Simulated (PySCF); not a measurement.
## Boron: a sound run and one with changed settings

Sound run: B [He] 2s2 2p1, B⁺ [He] 2s2. Calculation: PySCF 2.14, in x2c-TZVPall (5s3p2d1f, 31 functions); scalar relativity by spin-free X2C-1e. The sound run starts from symmetry-adapted Hartree-Fock orbitals and uses a fine grid where one is needed.

Changed run: initial guess 1e, at most 50 SCF cycles, level shift 10.0 hartree.

| species | method | sound run (hartree) | changed run (hartree) | converged |
| --- | --- | --- | --- | --- |
| B | UHF | -24.53906 | -24.53810 | no |
| B | PBE0 | -24.62520 | -24.62056 | no |
| B | MN15 | -24.63723 | -24.63309 | no |
| B⁺ | UHF | -24.24366 | -24.24362 | no |
| B⁺ | PBE0 | -24.30759 | -24.30741 | no |
| B⁺ | MN15 | -24.33578 | -24.33560 | no |

A level shift slows the SCF but leaves a converged energy unchanged.
